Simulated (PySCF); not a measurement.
# F4P2 (P2F4): the cost of one run

The runs use PySCF 2.14.0, with density-fitted response routines of our own; the level of theory stands in each step. All values are computed, except where a source is named. Atoms count from 0, in the outputs and in this text.

### 1 The molecule as given

6 atoms, charge 0, multiplicity 1; geometry from: GFN2-xTB. The atoms were then displaced at random by about 0.01 Å, so the start is not that level's minimum.

Bonds of the start (Å): F0–P1 1.60, P1–F2 1.63, P1–P3 2.30, P3–F4 1.60, P3–F5 1.60.

### 2 Geometry optimisation at PBE0-D3(BJ)/def2-SVP

The job: settings as JSON, then the geometry in Å.

```
{"job": {"xc": "PBE0", "basis": "def2-SVP", "d3": "d3bj", "grid": 1, "shake": 0.01, "kind": "geom"}, "charge": 0, "multiplicity": 1}
F     -1.471110    -0.375240    -1.331990
P     -0.901030    -0.684180     0.130780
F     -1.793220     0.457140     0.869600
P      0.928200     0.682030    -0.142850
F      1.493600     0.345030     1.317320
F      1.767720    -0.454800    -0.887530
```

Command:

```bash
$ OMP_NUM_THREADS=1 python probes_run.py task.json out
```

This one command runs all jobs of the session in turn.

**Question.** How long does this first job take on 1 thread of Arm Neoverse V1, shared host, and how much memory does it need?

About 20 s, with a peak of 0.38 GiB.
